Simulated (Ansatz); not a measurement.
Chalcopyrite CuGaSe2 was calculated with PBEsol-D3(BJ) (Ansatz, a program for electronic structure, plane waves, PAW).

Numerical settings: plane-wave cutoff 520 eV, 8×8×8 k mesh, Fermi–Dirac smearing 0.01 eV, no spin polarisation, scalar-relativistic PAW data made under PBE.

Cell (relaxed at this level):

```cif
data_Cu4Ga4Se8
_chemical_formula_sum 'Ga4 Cu4 Se8'
_space_group_name_H-M_alt 'I-42d'
_space_group_IT_number 122
_space_group_name_Hall 'I -4 2bw'
_cell_length_a 5.51137
_cell_length_b 5.51137
_cell_length_c 10.95652
_cell_angle_alpha 90.000
_cell_angle_beta 90.000
_cell_angle_gamma 90.000
loop_
_atom_site_label
_atom_site_type_symbol
_atom_site_symmetry_multiplicity
_atom_site_Wyckoff_symbol
_atom_site_fract_x
_atom_site_fract_y
_atom_site_fract_z
_atom_site_occupancy
Ga1 Ga 4 b 0.00000 0.00000 0.50000 1
Cu1 Cu 4 a 0.00000 0.00000 0.00000 1
Se1 Se 8 d 0.24146 0.25000 0.12500 1
```
(The calculation used a cell of 8 atoms; values per cell refer to that cell.)

### Question
Give the computed bulk modulus B0, band gap and pressure derivative B′ of the bulk modulus.

### Answer

bulk modulus B0: 77.5 GPa
band gap: 0.26 eV (direct)
pressure derivative B′ of the bulk modulus: 4.8

Measured, for comparison: band gap 1.67 eV (temperature not stated, no zero-point or thermal correction, direct or pseudo-direct at Γ; as tabulated in Ghosh et al. (2024), arXiv:2401.16805).

Note: the bulk modulus comes from volumes at which shape and atoms were relaxed.

Spin–orbit coupling is not included.

Static lattice: no zero-point or thermal effects.
